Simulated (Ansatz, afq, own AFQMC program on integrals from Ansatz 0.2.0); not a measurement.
Where AFQMC and coupled cluster stand for AlH⁻, doublet

```xyz
2

Al    0.0000    0.0000    0.0000
H     0.0000    0.0000    2.3160
```

Basis aug-cc-pVDZ. Only valence electrons are correlated. AFQMC by an in-house program on the Cholesky factors that Ansatz 0.2.0 writes for its CCSD(T) run. The CISD trial takes its coefficients from CCSD amplitudes. Released means that phaseless walkers are propagated on without the constraint, phases kept. ± is one standard error of the sampling.

Determinant: UHF, the one that the program's search chose, which needn't be the lowest solution. The geometry is a point of a scan.

Full CI on the same integrals is exact in this basis and with this determinant's frozen core.

- T1 diagnostic: 0.0256
- weight of the determinant in the CISD state: 0.888
- ⟨S²⟩ of the determinant: 0.771
- size of the correlated space: 5 electrons in 31 orbitals

Reference: full CI, correlation energy -2.507 eV. The released energy is read at 2.40 1/Eh (meV from the phaseless value at times in 1/Eh: -4.0 ± 2.2 at 0.24, -8.2 ± 1.8 at 0.51, -12.6 ± 2.2 at 0.99, -12.0 ± 1.4 at 1.62, -13.5 ± 1.3 at 2.40).

```json
{"level": "HF", "E − E(reference) (kcal/mol)": "57.82", "share of correlation (%)": "0.00"}
{"level": "MP2", "E − E(reference) (kcal/mol)": "18.38", "share of correlation (%)": "68.20"}
{"level": "CCSD", "E − E(reference) (kcal/mol)": "2.48", "share of correlation (%)": "95.72"}
{"level": "CCSD(T)", "E − E(reference) (kcal/mol)": "0.75", "share of correlation (%)": "98.71"}
{"level": "CCSDT", "E − E(reference) (kcal/mol)": "0.09", "share of correlation (%)": "99.85"}
{"level": "CCSDT(Q)", "E − E(reference) (kcal/mol)": "0.02", "share of correlation (%)": "99.97"}
{"level": "CCSDTQ", "E − E(reference) (kcal/mol)": "0.00", "share of correlation (%)": "100.00"}
{"level": "ph-AFQMC/HF", "E − E(reference) (kcal/mol)": "0.97 ± 0.62", "share of correlation (%)": "98.32"}
{"level": "ph-AFQMC/CISD", "E − E(reference) (kcal/mol)": "0.40 ± 0.05", "share of correlation (%)": "99.30"}
{"level": "released AFQMC", "E − E(reference) (kcal/mol)": "0.09 ± 0.03", "share of correlation (%)": "99.84"}
```

CCSDT and higher add their correlation energy to the determinant of the CCSD(T) run, since their own runs factorise the integrals more tightly (a shift of under 2 meV). A walk keeps the symmetry of its determinant, which the program's search chose and which needn't be the lowest solution, so a lower state of the same spin and another symmetry isn't excluded. Released energies are given only where the last usable release times agree within the noise; a slower fall can still hide under it.
